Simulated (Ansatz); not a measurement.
Compare A (`CO/C=C/O`) with its isomer B (`CCOC=O`).

Program: Ansatz. Geometries: PBE0-D4/def2-TZVP. ΔE: electronic, gas phase. CCSD(T)/CBS is the MP2 limit (def2-TZVPP, def2-QZVPP) plus CCSD(T) − MP2 in def2-TZVPP, frozen cores. Functionals use def2-TZVPP. B3LYP here is the variant with VWN-RPA as its local correlation; programs differ in this. Each species was taken in one conformer, which may not be the lowest.

A:

```xyz
11

C    -0.386   -1.486   -0.723
O    -1.266   -0.417   -0.492
C    -0.739    0.670    0.113
C     0.509    0.828    0.547
O     0.842    1.964    1.243
H    -0.963   -2.268   -1.213
H     0.026   -1.870    0.218
H     0.443   -1.183   -1.375
H    -1.473    1.455    0.249
H     1.280    0.071    0.446
H     1.727    2.236    0.988
```

B:

```xyz
11

C    -0.003    1.046   -0.884
C    -0.790   -0.016   -0.158
O    -0.251   -0.263    1.152
C     0.759   -1.124    1.223
O     1.254   -1.713    0.306
H    -0.477    1.263   -1.844
H     1.016    0.710   -1.076
H     0.031    1.970   -0.303
H    -0.799   -0.954   -0.716
H    -1.817    0.302    0.027
H     1.077   -1.221    2.272
```

(1) Which is lower in electronic energy at CCSD(T)/CBS, and by how much? (An estimate is asked.)

(2) Give E(B) − E(A) in kJ/mol with PBE0-D4, B3LYP, CCSD/def2-TZVPP, B3LYP-D4, HF/def2-TZVPP, MP2/def2-TZVPP, ωB97M-V. (An estimate is asked.)

Largest T1 diagnostic: 0.014.

## Answers

(1) Ansatz gave: B, by 143.4 kJ/mol.

(2) The calculation gave: PBE0-D4 -144.3, B3LYP -143.4, CCSD/def2-TZVPP -147.3, B3LYP-D4 -143.9, HF/def2-TZVPP -156.7, MP2/def2-TZVPP -153.6, ωB97M-V -145.9. None reverses the order clearly.

In def2-TZVPP, CCSD(T) changes the Hartree–Fock value by +8.7 kJ/mol (the triples alone add −0.6 kJ/mol) and MP2 by +3.1 kJ/mol.
